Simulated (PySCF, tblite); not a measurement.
Isomers of C3H10NP, one GFN2-xTB conformer each. Single-point energies are computed at PBE0/pcSseg-1 (PySCF, gas phase, no added dispersion term), electronic only.

| SMILES | GFN2-xTB relative energy (kcal/mol) |
| --- | --- |
| CCP(C)N | 0.0 |
| CP(C)(C)=N | 6.7 |

Conformers: `[CH3:1][CH2:2][P:3]([CH3:4])[NH2:5]` with C1–C2–P3–C4 77°, C2–P3–N5–H 74° and -168°.

Task: What does PBE0/pcSseg-1 give for the same structures?

Result: 
```csv
SMILES,PBE0/pcSseg-1 E (Eh),PBE0/pcSseg-1 (kcal/mol),GFN2-xTB (kcal/mol),point group
CCP(C)N,-516.06808,0.0,0.0,C1
CP(C)(C)=N,-516.05773,6.5,6.7,Cs
```

Both levels put the same isomer lowest. 

Task: Which frontier levels, dipoles and rotational constants go with these structures?

Result: 
| SMILES | HOMO (eV, PBE0/pcSseg-1) | LUMO (eV) | dipole (D) | A, B, C (MHz) |
| --- | --- | --- | --- | --- |
| CCP(C)N | -5.80 | 0.96 | 0.58 | 5797, 2774, 2210 |
| CP(C)(C)=N | -6.09 | 0.94 | 3.36 | 3726, 3557, 3433 |

Task: What happens when harmonic zero-point energies from GFN2-xTB frequencies are added?

Result: 
| SMILES | ZPE (kcal/mol) | electronic (kcal/mol) | with ZPE (kcal/mol) |
| --- | --- | --- | --- |
| CCP(C)N | 80.1 | 0.0 | 0.0 |
| CP(C)(C)=N | 77.7 | 6.5 | 4.0 |

The zero-point energies span 2.4 kcal/mol. The order is unchanged.

Task: As an exercise, what shares would exp(−E/RT) give at 2000 K from these electronic energies alone (no entropy, no degeneracies)?

Result: RT = 3.974 kcal/mol: CCP(C)N 83.7 %, CP(C)(C)=N 16.3 %.
